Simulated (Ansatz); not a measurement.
Abridged output of a molecular run in Ansatz:

```
Functional definition: HF
702 factors; integrals over basis functions are off by at most 1.6e-3 eV
mean field evaluation 1: about -11001.1554 eV, gradient 2.6e1 eV
mean field evaluation 2: about -11001.1565 eV, gradient 2.6e1 eV
mean field evaluation 4: about -11004.2036 eV, gradient 2.5e0 eV
mean field evaluation 8: about -11004.2675 eV, gradient 1.9e-3 eV
mean field -11004.26745325 eV, -404.3993699464 hartree, gradient 1.7e-6 eV, S^2 0.752830; 0 other end points of the search recorded, 0 dependent functions left out
7 core orbitals not correlated: weight in the atoms' cores, before any rotation towards them, 1.000 or more for the frozen orbitals, at most 0.000 for the correlated occupied ones
reference -11004.26745325 eV, -404.3993699464 hartree; 10, 9 occupied and 54, 55 virtual orbitals, 702 factors
second order -11.32071871 eV of doubles, -0.00000000 eV of singles
cycle   1  -11.89792661 eV  change   -5.8e-1 eV  update   7.7e-2
cycle   2  -12.20531270 eV  change   -3.1e-1 eV  update   2.4e-2
cycle   3  -12.28163299 eV  change   -7.6e-2 eV  update   1.3e-2
cycle   4  -12.28076396 eV  change    8.7e-4 eV  update   4.1e-3
cycle   5  -12.27975072 eV  change    1.0e-3 eV  update   2.0e-3
cycle   6  -12.27983682 eV  change   -8.6e-5 eV  update   7.4e-4
cycle   7  -12.27981255 eV  change    2.4e-5 eV  update   2.7e-4
cycle   8  -12.27986697 eV  change   -5.4e-5 eV  update   9.2e-5
cycle   9  -12.27988059 eV  change   -1.4e-5 eV  update   3.6e-5
cycle  10  -12.27986875 eV  change    1.2e-5 eV  update   1.5e-5
perturbative correction -0.28937291 eV, -0.0106342583 hartree
Total energy: -11016.83669491 eV, -404.8612810577 hartree
Checks for a lower state left out: cluster_reference
```

Its atoms:

```xyz
8

C    -0.5215    0.6955    0.7541
Si   -0.1358   -0.2340   -0.8152
O     0.7060   -1.5865   -0.3594
H    -1.1552    0.1015    1.4152
H    -1.0407    1.6289    0.5251
H     0.4044    0.9339    1.2864
H     0.6946    0.6030   -1.7453
H     1.0483   -2.1424   -1.0609
```

Question: Which basis set was used?
A. cc-pV(T+d)Z
B. def2-TZVPP
C. def2-SVPD
D. def2-SVP

Answer: D. It gives 71 functions.

Question: Write the keys of the input that set method, charge and spin (a neutral closed shell needs none for the last two).

Answer: 
```yaml
magnetization: {spin_polarized: true, initial_magnetization: 1}
correlation: {method: ccsd_t}
scf: {omitted_lower_state_checks: [cluster_reference]}
```
